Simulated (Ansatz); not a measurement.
Start from GaN in the wurtzite structure (space group P6_3mc, No. 186; a = 3.183 Å, c = 5.185 Å).

The values are results of PBEsol, PAW, 420 eV (Ansatz, a first-principles code; without spin-orbit coupling), not measurements.

| level | band gap | lattice parameter a | lattice parameter c |
|---|---|---|---|
| PBEsol | 1.88 eV | 3.183 Å | 5.185 Å |

Measured: band gap 3.68 eV (static lattice; corrected from measurement; as listed in Wei Chen et al., Physical Review Materials (2018)); lattice parameter a 3.189 Å (room temperature; as listed in M J Lucero, T M Henderson, G E Scuseria, Journal of Physics Condensed Matter (2012)); lattice parameter c 5.185 Å (room temperature; as listed in M J Lucero, T M Henderson, G E Scuseria, Journal of Physics Condensed Matter (2012)).

Computed minus measured — band gap: PBEsol -1.80 eV; lattice parameter a: PBEsol -0.2 %; lattice parameter c: PBEsol +0.0 %. Measured values not marked as corrected hold thermal and zero-point effects that the static-lattice runs lack. A measured gap can be an optical one, lowered by exciton binding. Levels without spin-orbit coupling miss its lowering of the gap, often about a third of the valence-band splitting.

Stability against distortions was not tested.
